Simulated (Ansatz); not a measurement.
Which is lower?

Two isomers of Al₂H₄S, singlet, relaxed at PBE0-D4/def2-TZVP (vibrations not checked).

A:

```
7
angstrom
Al -1.4696 0.5829 -0.9924
Al 0.7277 0.1615 0.3021
S 0.9640 -1.8051 1.2504
H -1.6008 0.2434 -2.5433
H -2.7519 1.2017 -0.2782
H 1.9500 1.1608 0.5020
H 2.1805 -1.5453 1.7594
```

B:

Al1  (-1.445, 0.420, -0.775)
S2  (-0.483, 0.698, 1.165)
Al3  (1.404, -0.361, 0.873)
H4  (-0.724, -0.398, -1.919)
H5  (-2.872, 1.075, -0.944)
H6  (2.390, -0.379, 2.108)
H7  (1.730, -1.056, -0.508)
(Å)

Ansatz 0.2.0; basis: def2-TZVPP; cores frozen in the correlated methods. B3LYP uses VWN-RPA correlation.

Q: Which structure is lower at CCSD(T), and by how much? (Judge from chemistry; the value comes from the calculation.)

A: Computed: B, by 1.204 eV (electronic energy, against the other). By their contacts, A is Al₂H₄S ([AlH2][AlH][SH]) and B is Al₂H₄S ([AlH2][S][AlH2]).

All methods give the same order:

| method | E(B) − E(A) (eV) |
| --- | --- |
| PBE-D4 | -1.097 |
| r2SCAN-D4 | -1.256 |
| PBE0-D4 | -1.146 |
| B3LYP-D4 | -1.220 |
| wB97M-V | -1.329 |
| HF | -1.264 |
| MP2 | -1.348 |
| CCSD | -1.195 |
| CCSD(T) | -1.204 |

The T1 diagnostic stays at or below 0.012.

Labels in which every atom is bracketed show which atoms are joined, not bond orders.
